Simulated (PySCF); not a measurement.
Gas-phase reaction: SiCl3F → SiCl2 + ClF

Method: PySCF energies plus ideal-gas RRHO corrections (1 bar). † marks an energy on the PBE0/def2-TZVP geometry and frequencies; other levels use their own. MP2 freezes the core. 6-31G* has spherical d functions here. All species are closed-shell singlets. MP2 isn't extrapolated to the basis-set limit.

| level | ΔH°(298 K), kJ |
|---|---|
| HF/6-31G* | 673 |
| M06-2X/def2-TZVP† | (withheld) |
| MP2/def2-SVP† | (withheld) |
| MP2/def2-TZVPP† | (withheld) |
| PBE0/def2-QZVP† | 657 |
| PBE0/def2-TZVP | 659 |
| LDA/def2-TZVP† | 666 |
| ωB97X-V/def2-TZVP† | (withheld) |

Q: Fill in the missing entries.

A: 
- M06-2X/def2-TZVP†, ΔH°(298 K), kJ: 668
- MP2/def2-SVP†, ΔH°(298 K), kJ: 692
- MP2/def2-TZVPP†, ΔH°(298 K), kJ: 708
- ωB97X-V/def2-TZVP†, ΔH°(298 K), kJ: 676
